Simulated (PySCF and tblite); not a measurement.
C2H2F2, numbered as in [F:1]/[CH:2]=[CH:3]/[F:4].

Free energies: CAM-B3LYP-D3(BJ)/def2-TZVP (IEF-PCM, chloroform) on PBE0-D3(BJ)/def2-SVP structures plus GFN2-xTB thermal terms, symmetry and mirror images included. Conformers within 2.5 kcal/mol (GFN2-xTB free energy) were kept, 4 at most. Couplings: B3LYP/pcJ-1. Couplings are for ¹³C, ¹⁹F, ¹H. (PySCF 2.14, tblite 0.8.)

```csv
conformer,shape,weight %
1,C2h,100.0
```

Give the couplings in each conformer and the averages at 298.15 K (pairs that fast motion interchanges averaged).


| coupling | pairs | 1 | average (Hz) |
| --- | --- | --- | --- |
| ¹J(F1,C2) | 2 | -327.4 | -327.4 |
| ²J(F1,C3) | 2 | 48.4 | 48.4 |
| ²J(F1,H2) | 2 | 81.7 | 81.7 |
| ³J(F1,H3) | 2 | 1.6 | 1.6 |
| ¹J(C2,C3) | 1 | 122.5 | 122.5 |
| ¹J(C2,H2) | 2 | 205.9 | 205.9 |
| ²J(C2,H3) | 2 | 6.8 | 6.8 |
| ³J(H2,H3) | 1 | 10.8 | 10.8 |

Computed couplings to fluorine can be off by tens of per cent at such levels.

F–F couplings are left out: such levels miss them by tens of Hz and can give the wrong sign.
